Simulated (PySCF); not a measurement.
C4H5N, SMILES c1cc[nH]c1. Heavy atoms are numbered as in [cH:1]1[cH:2][cH:3][nH:4][cH:5]1. Hydrogens are named by the atom that carries them.

Geometry optimised at B3LYP-D3(BJ)/def2-SVP.

Computed with B3LYP/pcSseg-1 run with PySCF.

GIAO shieldings, no solvent; atoms alike by connectivity are averaged. δ = σ(ref) − σ: ¹³C against TMS (σ = 181.3 ppm); ¹⁵N against NH3 (σ = 265.5 ppm); ¹H against TMS (σ = 31.68 ppm), references at their B3LYP-D3(BJ)/def2-TZVP geometries, non-relativistic.

| nucleus | atoms | count | δ (ppm) |
|---|---|---|---|
| ¹³C | C3 (CH) | 2 | 123.4 |
| ¹³C | C1 (CH) | 2 | 117.3 |
| ¹⁵N | N4 (NH) | 1 | 177.9 |
| ¹H | H on N4 | 1 | 7.63 |
| ¹H | H on C3 | 2 | 6.92 |
| ¹H | H on C1 | 2 | 6.62 |
